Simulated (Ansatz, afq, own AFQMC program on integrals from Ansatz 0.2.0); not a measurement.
Two steps: Ansatz 0.2.0 writes the Fock matrix and Cholesky factors of the valence space, and afq projects on them the lowest state that overlaps trial and start.

```yaml
crystal:
  periodic: [false, false, false]
  atoms:
    - {symbol: F, position_ang: [0.000000, 0.000000, 0.000000]}
    - {symbol: Mg, position_ang: [0.000000, 0.000000, 2.284000]}
basis:
  gaussian: {orbitals: aug-cc-pVDZ}
total_charge: -1
magnetization: {spin_polarized: true, initial_magnetization: 0}
correlation: {method: ccsd_t, electrons: outside_noble_gas, hamiltonian_folder: ham}
```

```sh
$ ansatz run in.yaml --threads 1 --pin off --events-out ev --progress --plain --max-ram 1382MiB
```

afq runs on the folder ham with

```
--method phaseless --trial cisd --walkers 60 --populations 1 --least-time 40 --time-step 0.005 --steps-per-block 50 --equilibration-blocks 28 --max-blocks 300 --target-error 0.00038 --factor-cut 1e-05 --start spin_pure --seed 2392 --release-times 0.24,0.51,0.99,1.62,2.4 --release-step 0.03 --release-every 4 --taylor-order 6
```

Times are imaginary, in 1/Eh. The walk had a cap of 797 s.

afq prints:

```
orbitals 44  electrons 5 5  factors 308 of 472
reference energy -299.10717075 Eh
CCSD correlation -0.26696517 Eh in 13 cycles, weight of the determinant in the CISD state 0.8723
energy of the start -299.374136 Eh
 block  time / (1/Eh)  mean weight  energy / Eh
     1     0.250  1.0032  -299.373270
     2     0.500  1.0009  -299.376886
     3     0.750  0.9991  -299.377646
     4     1.000  0.9984  -299.377385
     5     1.250  1.0008  -299.380936
     7     1.750  1.0011  -299.378528
     9     2.250  0.9982  -299.378981
    13     3.250  0.9979  -299.374743
    19     4.750  1.0006  -299.380738
    25     6.250  1.0001  -299.390837
    31     7.750  1.0020  -299.391920
    37     9.250  1.0008  -299.375349
    43    10.750  0.9968  -299.379476
    49    12.250  0.9988  -299.396125
    52    13.000  1.0014  -299.418994
    55    13.750  1.0012  -299.381760
    61    15.250  1.0005  -299.375429
    67    16.750  1.0008  -299.388353
    73    18.250  1.0033  -299.380569
    79    19.750  0.9979  -299.379653
    85    21.250  0.9975  -299.375670
    91    22.750  0.9996  -299.371488
    97    24.250  0.9994  -299.384525
   103    25.750  0.9995  -299.372123
   109    27.250  1.0032  -299.390725
   115    28.750  1.0010  -299.377694
   118    29.500  0.9982  -299.370803
   121    30.250  1.0029  -299.375362
   127    31.750  0.9973  -299.381731
   130    32.500  1.0001  -299.384042
blocks merged  error / Eh  count
     1  0.000766  104
     2  0.000806  52
     4  0.000984  26
     8  0.000875  13
released: time / (1/Eh)  energy / Eh  error  mean overlap
  0.24  -299.382795  0.000971  0.9948
  0.51  -299.381558  0.001071  1.0228
  0.99  -299.383822  0.001706  0.9992
  1.62  -299.383200  0.001807  0.9718
  2.40  -299.385977  0.002138  0.9489
energy -299.381798 +/- 0.000984 Eh
(rows thinned)
```

The time cap ended the run before it passed its tests.

Against this walk (error 26.8 meV) on the same determinant: CCSD(T) 21.3 meV higher (within the noise), CCSDT(Q) 5.5 meV lower (within the noise). The error is statistical and leaves out the bias of the constraint. Released to 1.62 1/Eh the energy moves by -38 ± 56 meV (both errors), within twice the noise.

Cautions: constraint bias not in the error; error not settled; error above the target (26.8 against 10.3 meV); higher spins were not checked; an unrestricted solution with more broken spin lies lower (5 meV, ⟨S²⟩ 0.12), while this determinant keeps restricted orbitals; raised T1 diagnostic (T1 0.023, weight of the determinant 0.87, largest double 0.13); the bias of populations of 60 walkers isn't removed; the sampling time fell short of the least asked.

The walk took 14 min on 1 thread of Intel(R) Xeon(R) Platinum 8259CL CPU @ 2.50GHz (Skylake/Cascade Lake), on a shared host. The log's last line is the phaseless energy.

CCSDT and higher add their correlation energy to the determinant of the CCSD(T) run, since their own runs factorise the integrals more tightly (a shift of under 2 meV). A walk keeps the symmetry of its determinant, which the program's search chose and which needn't be the lowest solution, so a lower state of the same spin and another symmetry isn't excluded.
